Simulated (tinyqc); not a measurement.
RHF in the sto-6g basis, for H3O+, spin multiplicity 1, step by step. One step of it, computed by the program tinyqc.

Task: Iteration 1: diagonalisation and new density. Diagonalise F' = X^T F X, C = X C', fill 5 alpha and 5 beta electrons from the bottom; D = 2 C_occ C_occ^T. Each column has its largest component positive (the first on a tie).

Fock matrix F (hartree), order 1O 1s, 1O 2s, 1O 2px, 1O 2py, 1O 2pz, 2H 1s, 3H 1s, 4H 1s:
```
[[-21.850621, -5.232590, 0.000018, 0.000000, 0.004903, -0.829120, -0.830332, -0.830332],
 [-5.232590, -3.182386, 0.000180, 0.000000, 0.050127, -1.014362, -1.015484, -1.015484],
 [0.000018, 0.000180, -1.077337, 0.000000, -0.000048, -0.535184, 0.268015, 0.268015],
 [0.000000, 0.000000, 0.000000, -1.077393, 0.000000, 0.000000, -0.463756, 0.463756],
 [0.004903, 0.050127, -0.000048, 0.000000, -0.992552, 0.138972, 0.139155, 0.139155],
 [-0.829120, -1.014362, -0.535184, 0.000000, 0.138972, -0.777774, -0.302934, -0.302934],
 [-0.830332, -1.015484, 0.268015, -0.463756, 0.139155, -0.302934, -0.778519, -0.303442],
 [-0.830332, -1.015484, 0.268015, 0.463756, 0.139155, -0.302934, -0.303442, -0.778519]]
```

X, order 1O 1s, 1O 2s, 1O 2px, 1O 2py, 1O 2pz, 2H 1s, 3H 1s, 4H 1s:
```
[[-0.376740, 0.000000, -0.000927, 0.716752, 0.617793, 0.000000, 0.000247, 0.167854],
 [1.144659, 0.000000, 0.002092, -0.080537, 0.162899, 0.000000, 0.000357, 0.458705],
 [-0.002024, 0.000000, 0.874478, 0.000048, -0.000082, 0.000000, 0.665092, -0.000311],
 [0.000000, 0.874457, 0.000000, 0.000000, 0.000000, 0.665225, 0.000000, 0.000000],
 [-0.201398, 0.000000, -0.000285, -0.681565, 0.712200, 0.000000, -0.000002, -0.084002],
 [-0.503306, 0.000000, -0.849949, -0.148542, -0.125280, 0.000000, 0.456906, 0.315565],
 [-0.506230, -0.735520, 0.423538, -0.148341, -0.125106, 0.395442, -0.228151, 0.315979],
 [-0.506230, 0.735520, 0.423538, -0.148341, -0.125106, -0.395442, -0.228151, 0.315979]]
```

Give: F' = X^T F X; orbital energies; coefficients C; D after iteration 1.

Result:

F' = X^T F X (hartree):
```
[[-1.221, 0.000, -0.003, 2.569, 2.237, 0.000, 0.001, 0.350],
 [0.000, -0.145, 0.000, 0.000, 0.000, -0.217, 0.000, 0.000],
 [-0.003, 0.000, -0.145, 0.008, 0.007, 0.000, -0.217, 0.002],
 [2.569, 0.000, 0.008, -10.652, -9.102, 0.000, -0.005, -4.341],
 [2.237, 0.000, 0.007, -9.102, -9.595, 0.000, -0.004, -4.207],
 [0.000, -0.217, 0.000, 0.000, 0.000, -1.113, 0.000, 0.000],
 [0.001, 0.000, -0.217, -0.005, -0.004, 0.000, -1.113, -0.002],
 [0.350, 0.000, 0.002, -4.341, -4.207, 0.000, -0.002, -3.685]]
```

orbital energies (hartree): [-21.852, -2.058, -1.160, -1.160, -0.999, -0.245, -0.098, -0.098]

coefficients C, order 1O 1s, 1O 2s, 1O 2px, 1O 2py, 1O 2pz, 2H 1s, 3H 1s, 4H 1s:
```
[[0.998, -0.236, 0.000, 0.000, -0.026, -0.119, 0.000, 0.000],
 [0.011, 0.952, 0.000, 0.000, 0.141, 0.792, 0.002, 0.000],
 [0.000, 0.000, 0.000, 0.834, 0.000, 0.001, -0.716, 0.000],
 [0.000, 0.000, 0.834, 0.000, 0.000, 0.000, 0.000, -0.716],
 [-0.001, -0.041, 0.000, 0.000, 0.978, -0.249, -0.001, 0.000],
 [-0.001, 0.062, 0.000, 0.269, -0.066, -0.621, 0.925, 0.000],
 [-0.001, 0.062, 0.233, -0.134, -0.066, -0.619, -0.464, 0.802],
 [-0.001, 0.062, -0.233, -0.134, -0.066, -0.619, -0.464, -0.802]]
```

D after iteration 1, order 1O 1s, 1O 2s, 1O 2px, 1O 2py, 1O 2pz, 2H 1s, 3H 1s, 4H 1s:
```
[[2.103, -0.434, 0.000, 0.000, -0.033, -0.028, -0.028, -0.028],
 [-0.434, 1.852, 0.000, 0.000, 0.198, 0.099, 0.099, 0.099],
 [0.000, 0.000, 1.390, 0.000, 0.000, 0.448, -0.224, -0.224],
 [0.000, 0.000, 0.000, 1.390, 0.000, 0.000, 0.388, -0.388],
 [-0.033, 0.198, 0.000, 0.000, 1.915, -0.134, -0.134, -0.134],
 [-0.028, 0.099, 0.448, 0.000, -0.134, 0.161, -0.056, -0.056],
 [-0.028, 0.099, -0.224, 0.388, -0.134, -0.056, 0.161, -0.056],
 [-0.028, 0.099, -0.224, -0.388, -0.134, -0.056, -0.056, 0.161]]
```
